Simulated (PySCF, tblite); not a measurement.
Species: tetrafluoromethane, CF₄.
Geometry (GFN2-xTB, Å), atoms numbered from 1 in this order:
```
atom  x, y, z in Å
F1     0.382    1.114   -0.588
C2     0.002    0.001   -0.003
F3    -0.515   -0.810   -0.899
F4     1.039   -0.575    0.561
F5    -0.900    0.273    0.913
```

Computed with PBE0/pcSseg-1 in PySCF (dipole) on a GFN2-xTB geometry, gas phase.

Masses are those of the commonest isotopes; rigid-rotor values at the optimised geometry. 

Question: What are A, B and C (MHz)?

Answer: Ia = 87.46, Ib = 87.48, Ic = 87.49 u·Å²; 505379 MHz·u·Å²/I gives A = 5778, B = 5777, C = 5777 MHz.

Question: Classify the top.

Answer: A spherical top, as the point group Td requires three equal moments; the computed ones differ by 0.03 % because the geometry is symmetric only within the optimiser's tolerance.

The point group Td allows no dipole (computed: 0.00 D), so a rigid rotor has no electric-dipole lines.

Question: Estimate the classical rotational partition function at 10 K, 50 K and 100 K.

Answer: Point group Td, symmetry number σ = 12; q = (√π/σ)·√((kT/h)³/(ABC)), k/h = 20836.6 MHz/K: 32.0 at 10 K, 358 at 50 K, 1010 at 100 K.

Its GFN2-xTB frequencies are all real (lowest 380 cm⁻¹). These are rigid-rotor constants of the computed structure; measured ground-state constants (B0) also hold zero-point vibration.

On one thread of an x86-64 server, no GPU, shared host, this took 6.9 s wall. This is the PBE0/pcSseg-1 job that gave the dipole, with the shieldings it also computed.
